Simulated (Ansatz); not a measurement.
# BHO2 (oxoborinic acid): entropy by statistical mechanics

A singlet with charge 0, relaxed at BLYP/cc-pVTZ (Ansatz 0.2.0):

```xyz
4

O    -1.5722    0.5289    0.4376
B    -0.4294    0.1343    0.2442
O     0.8256   -0.3054    0.1109
H     1.1760   -0.3579   -0.7927
```

Harmonic wavenumbers in cm⁻¹: 442, 489, 930, 998, 2025, 3727.

Masses in u: O 15.999, B 10.81, H 1.008. Take T = 298.15 K, p = 1 bar, R = 8.3145 J/(mol K), kT/hc = 207.22 cm⁻¹, rigid rotor and harmonic oscillator.

Task: Work out S° at 298 K.

Result: 
1. Translation (Sackur–Tetrode): S = R[3/2 ln M + 5/2 ln T − 1.1517] with M = 43.816 gives 156.0 J/(mol K).
2. Rotation: principal moments 0.676, 55.510, 56.186 u Å² give A, B, C = 24.9271, 0.3037, 0.3 cm⁻¹; the symmetry number is σ = 1; q = (√π/σ)√((kT/hc)³/ABC) = 3508; S = R(ln q + 3/2) = 80.3.
3. Vibration: with u = ν̃/207.22, each mode gives R[u/(eᵘ − 1) − ln(1 − e⁻ᵘ)]; the sum is 7.2, most from 442 cm⁻¹ (3.4), 489 cm⁻¹ (2.9), 930 cm⁻¹ (0.5).
4. Electronic: R ln 1 = 0.0, from the spin multiplicity alone.
5. Sum: 156.0 + 80.3 + 7.2 + 0.0 = 243.5 J/(mol K).

No measured value is set beside it here.
